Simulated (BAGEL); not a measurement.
**One shape, several levels: doublet C2H2F2O+**

We compute a comparison of 5 runs (UHF/STO-3G, UHF/3-21G, ROHF/6-31G*, ROHF/def2-SVP, UHF/def2-SVP) of doublet C2H2F2O+. 

The calculation is run with BAGEL 1.2.2.

16 further runs of the same task are left out: 16 set aside as unsound or not needed.

**1. The molecule**

C2H2F2O+ has 7 atoms, charge +1, and is taken as a doublet. SMILES of the parent species: `O=CC(F)F`. The coordinates come from a GFN2-xTB relaxation. This is one conformer, not always the lowest. That shape belongs to the parent species and isn't relaxed for this state.

Bond lengths: O1–C2 1.190 Å, C2–C3 1.538 Å, C3–F4 1.353 Å, C3–F5 1.352 Å, C2–H6 1.102 Å, C3–H7 1.100 Å. Angles: O1–C2–C3 123.6°, C2–C3–F4 109.0°, C2–C3–F5 109.1°, F4–C3–F5 106.8°, O1–C2–H6 124.1°, C3–C2–H6 112.3°, C2–C3–H7 113.6°, F4–C3–H7 109.0°, F5–C3–H7 109.1°.

**2. The energy at UHF/STO-3G (density fitting with qzvpp-jkfit) (run 1)**

job.json

```json
{ "bagel": [

{
  "title": "molecule",
  "basis": "sto-3g",
  "df_basis": "qzvpp-jkfit",
  "angstrom": true,
  "geometry": [
    { "atom": "O", "xyz": [   -1.298000,    1.002240,    0.935460 ] },
    { "atom": "C", "xyz": [   -0.279560,    0.409670,    0.769870 ] },
    { "atom": "C", "xyz": [    0.114540,   -0.251320,   -0.562250 ] },
    { "atom": "F", "xyz": [    0.316750,   -1.572770,   -0.356070 ] },
    { "atom": "F", "xyz": [    1.293430,    0.263870,   -0.979390 ] },
    { "atom": "H", "xyz": [    0.487740,    0.270980,    1.549300 ] },
    { "atom": "H", "xyz": [   -0.634900,   -0.122670,   -1.356910 ] }
  ]
},
{
  "title": "uhf",
  "charge": 1,
  "nopen": 1
},
{
  "title": "print",
  "file": "orbitals.molden",
  "orbitals": true
}

]}
```

Launch:

```bash
$ BAGEL_NUM_THREADS=1 BAGEL job.json > job.out
```

The log of the run:

```text
* using 1 threads per process

  ===============================================================
  ===============================================================

  *** Geometry ***

  { "atom" : "O", "xyz" : [     -2.452865,      1.893959,      1.767763 ] },
  { "atom" : "C", "xyz" : [     -0.528292,      0.774164,      1.454843 ] },
  { "atom" : "C", "xyz" : [      0.216449,     -0.474926,     -1.062499 ] },
  { "atom" : "F", "xyz" : [      0.598571,     -2.972105,     -0.672875 ] },
  { "atom" : "F", "xyz" : [      2.444228,      0.498642,     -1.850779 ] },
  { "atom" : "H", "xyz" : [      0.921695,      0.512078,      2.927753 ] },
  { "atom" : "H", "xyz" : [     -1.199787,     -0.231813,     -2.564188 ] },

  Number of auxiliary basis functions:      417

  Since a DF basis is specified, we compute 2- and 3-index integrals:
    o Being stored without compression. Storage requirement is 0.002 GB

  Number of basis functions:       27
  Number of electrons      :       40

    * METHOD: MOLECULE                             0.10

  *** Open-shell HF ***

  === Nuclear Repulsion ===
   174.4159773395

      * DIIS with orbital gradients will be used.

  === UHF iteration (sto-3g) ===
      0       -345.23960179          0.07562714           0.02
      1       -345.43041094          0.05294905           0.02
      2       -345.49286622          0.03505710           0.02
      3       -345.55109179          0.00607268           0.02
      4       -345.55808221          0.00439460           0.02
      5       -345.56605882          0.00134719           0.02
      6       -345.56680551          0.00071307           0.02
      7       -345.56720325          0.00027435           0.02
      8       -345.56729297          0.00017288           0.02
      9       -345.56744058          0.00011270           0.02
     10       -345.56754552          0.00006490           0.02
     11       -345.56760992          0.00003970           0.02
     12       -345.56763142          0.00002275           0.02
     13       -345.56764273          0.00001245           0.02
     14       -345.56764879          0.00000823           0.02
     15       -345.56765051          0.00000271           0.02
     16       -345.56765039          0.00000240           0.02
     17       -345.56765052          0.00000096           0.02
     18       -345.56765052          0.00000054           0.02
     19       -345.56765052          0.00000020           0.02
     20       -345.56765053          0.00000009           0.02
     21       -345.56765053          0.00000004           0.02
     22       -345.56765053          0.00000003           0.02
     23       -345.56765053          0.00000001           0.02
     24       -345.56765053          0.00000001           0.02
    * SCF iteration converged.

    * S^2 (UHF) is 0.8318

    * Permanent dipole moment:
           (    0.848876,    -0.883527,    -1.269240) a.u.

    * METHOD: UHF                                  0.46

    * METHOD: PRINT                                0.00

  ===============================================================
```

Run time: 0.91 s. Hardware: 1 thread of Intel Xeon 6975P-C (Granite Rapids), shared host; peak memory 0.078 GiB.

**3. The energy at UHF/3-21G (density fitting with qzvpp-jkfit) (run 2)**

hf.json

```json
{ "bagel" : [

{
  "title" : "molecule",
  "basis" : "3-21g",
  "df_basis" : "qzvpp-jkfit",
  "angstrom" : true,
  "geometry" : [
    { "atom" : "O", "xyz" : [   -1.298000,    1.002240,    0.935460 ] },
    { "atom" : "C", "xyz" : [   -0.279560,    0.409670,    0.769870 ] },
    { "atom" : "C", "xyz" : [    0.114540,   -0.251320,   -0.562250 ] },
    { "atom" : "F", "xyz" : [    0.316750,   -1.572770,   -0.356070 ] },
    { "atom" : "F", "xyz" : [    1.293430,    0.263870,   -0.979390 ] },
    { "atom" : "H", "xyz" : [    0.487740,    0.270980,    1.549300 ] },
    { "atom" : "H", "xyz" : [   -0.634900,   -0.122670,   -1.356910 ] }
  ]
},
{ "title" : "uhf", "charge" : 1, "nopen" : 1 },
{ "title" : "print", "file" : "orbitals.molden", "orbitals" : true }

]}
```

Launch:

```bash
$ BAGEL_NUM_THREADS=1 BAGEL hf.json > hf.out
```

The log of the run:

```text
* using 1 threads per process

  ===============================================================
  ===============================================================

  *** Geometry ***

  { "atom" : "O", "xyz" : [     -2.452865,      1.893959,      1.767763 ] },
  { "atom" : "C", "xyz" : [     -0.528292,      0.774164,      1.454843 ] },
  { "atom" : "C", "xyz" : [      0.216449,     -0.474926,     -1.062499 ] },
  { "atom" : "F", "xyz" : [      0.598571,     -2.972105,     -0.672875 ] },
  { "atom" : "F", "xyz" : [      2.444228,      0.498642,     -1.850779 ] },
  { "atom" : "H", "xyz" : [      0.921695,      0.512078,      2.927753 ] },
  { "atom" : "H", "xyz" : [     -1.199787,     -0.231813,     -2.564188 ] },

  Number of auxiliary basis functions:      417

  Since a DF basis is specified, we compute 2- and 3-index integrals:
    o Being stored without compression. Storage requirement is 0.008 GB

  Number of basis functions:       49
  Number of electrons      :       40

    * METHOD: MOLECULE                             0.09

  *** Open-shell HF ***

  === Nuclear Repulsion ===
   174.4159773395

      * DIIS with orbital gradients will be used.

  === UHF iteration (3-21g) ===
      0       -347.97148399          0.07565392           0.04
      1       -348.09247883          0.07070280           0.03
      2       -348.14763867          0.05989968           0.04
      3       -348.29168589          0.00700948           0.04
      4       -348.29873811          0.00453108           0.03
      5       -348.30816497          0.00284354           0.03
      6       -348.31230828          0.00106640           0.03
      7       -348.31250001          0.00057324           0.03
      8       -348.31266513          0.00012046           0.04
      9       -348.31272128          0.00009051           0.03
     10       -348.31275721          0.00005932           0.03
     11       -348.31279428          0.00004014           0.03
     12       -348.31281506          0.00001924           0.03
     13       -348.31282086          0.00001000           0.03
     14       -348.31282137          0.00000576           0.03
     15       -348.31282238          0.00000352           0.03
     16       -348.31282262          0.00000192           0.04
     17       -348.31282268          0.00000107           0.03
     18       -348.31282269          0.00000037           0.03
     19       -348.31282269          0.00000015           0.03
     20       -348.31282269          0.00000008           0.03
     21       -348.31282269          0.00000003           0.03
     22       -348.31282269          0.00000002           0.04
     23       -348.31282269          0.00000001           0.04
     24       -348.31282269          0.00000001           0.03
    * SCF iteration converged.

    * S^2 (UHF) is 0.8008

    * Permanent dipole moment:
           (    0.991899,    -0.974419,    -1.308462) a.u.

    * METHOD: UHF                                  0.93

    * METHOD: PRINT                                0.00

  ===============================================================
```

Wall time 1.4 s (1 thread of Intel Xeon 6975P-C (Granite Rapids), shared host); peak memory 0.078 GiB.

Runs 3 to 4 aren't shown in full; the table further down has their settings and results.

**4. A single-point energy at UHF/def2-SVP (density fitting with qzvpp-jkfit) (run 5)**

calc.json

```json
{ "bagel" : [

{
  "title" : "molecule",
  "basis" : "svp",
  "df_basis" : "qzvpp-jkfit",
  "angstrom" : true,
  "geometry" : [
    { "atom" : "O", "xyz" : [      -1.298000,       1.002240,       0.935460 ] },
    { "atom" : "C", "xyz" : [      -0.279560,       0.409670,       0.769870 ] },
    { "atom" : "C", "xyz" : [       0.114540,      -0.251320,      -0.562250 ] },
    { "atom" : "F", "xyz" : [       0.316750,      -1.572770,      -0.356070 ] },
    { "atom" : "F", "xyz" : [       1.293430,       0.263870,      -0.979390 ] },
    { "atom" : "H", "xyz" : [       0.487740,       0.270980,       1.549300 ] },
    { "atom" : "H", "xyz" : [      -0.634900,      -0.122670,      -1.356910 ] }
  ]
},

{ "title" : "uhf", "charge" : 1, "nopen" : 1 },

{ "title" : "print", "file" : "orbitals.molden", "orbitals" : true }

]}
```

Launch:

```bash
$ BAGEL_NUM_THREADS=1 BAGEL calc.json > calc.out
```

The log of the run:

```text
* using 1 threads per process

  ===============================================================
  ===============================================================

  *** Geometry ***

  { "atom" : "O", "xyz" : [     -2.452865,      1.893959,      1.767763 ] },
  { "atom" : "C", "xyz" : [     -0.528292,      0.774164,      1.454843 ] },
  { "atom" : "C", "xyz" : [      0.216449,     -0.474926,     -1.062499 ] },
  { "atom" : "F", "xyz" : [      0.598571,     -2.972105,     -0.672875 ] },
  { "atom" : "F", "xyz" : [      2.444228,      0.498642,     -1.850779 ] },
  { "atom" : "H", "xyz" : [      0.921695,      0.512078,      2.927753 ] },
  { "atom" : "H", "xyz" : [     -1.199787,     -0.231813,     -2.564188 ] },

  Number of auxiliary basis functions:      417

  Since a DF basis is specified, we compute 2- and 3-index integrals:
    o Being stored without compression. Storage requirement is 0.021 GB

  Number of basis functions:       80
  Number of electrons      :       40

    * METHOD: MOLECULE                             0.15

  *** Open-shell HF ***

  === Nuclear Repulsion ===
   174.4159773395

      * DIIS with orbital gradients will be used.

  === UHF iteration (svp) ===
      0       -349.60055755          0.05168907           0.09
      1       -349.71581637          0.04701619           0.10
      2       -349.77693312          0.03880318           0.10
      3       -349.93846594          0.00473890           0.08
      4       -349.94706371          0.00312244           0.09
      5       -349.95672089          0.00230532           0.10
      6       -349.96350539          0.00083876           0.12
      7       -349.96375897          0.00034752           0.09
      8       -349.96390497          0.00008971           0.09
      9       -349.96393136          0.00005014           0.09
[... 12 lines of this table left out ...]
     22       -349.96397203          0.00000003           0.07
     23       -349.96397203          0.00000002           0.07
     24       -349.96397203          0.00000002           0.07
     25       -349.96397203          0.00000001           0.07
    * SCF iteration converged.

    * S^2 (UHF) is 0.7866

    * Permanent dipole moment:
           (    1.026303,    -0.995391,    -1.317147) a.u.

    * METHOD: UHF                                  2.37

    * METHOD: PRINT                                0.01

  ===============================================================
```

Run time: 2.9 s. Hardware: 1 thread of Intel Xeon 6975P-C (Granite Rapids), shared host; peak memory 0.094 GiB.

**5. The series**

| run | level | energy (Eh) | ⟨S²⟩ | wall time |
| --- | --- | --- | --- | --- |
| 1 | UHF/STO-3G (density fitting with qzvpp-jkfit) | -345.567651 | 0.832 | 0.91 s |
| 2 | UHF/3-21G (density fitting with qzvpp-jkfit) | -348.312823 | 0.801 | 1.4 s |
| 3 | ROHF/6-31G* (density fitting with qzvpp-jkfit, spherical functions) | -350.235565 | 0.750 | 2.1 s |
| 4 | ROHF/def2-SVP (density fitting with qzvpp-jkfit) | -349.956119 | 0.750 | 2.3 s |
| 5 | UHF/def2-SVP (density fitting with qzvpp-jkfit) | -349.963972 | 0.787 | 2.9 s |

**6. Summary of results**

| quantity | value |
| --- | --- |
| run 5: total energy | -349.96397 Eh |
| run 5: ⟨S²⟩ | 0.787 |

What this shows: In run 1 the basis is minimal, so the values are rough. All runs together took 9.5 s, the longest 2.9 s.
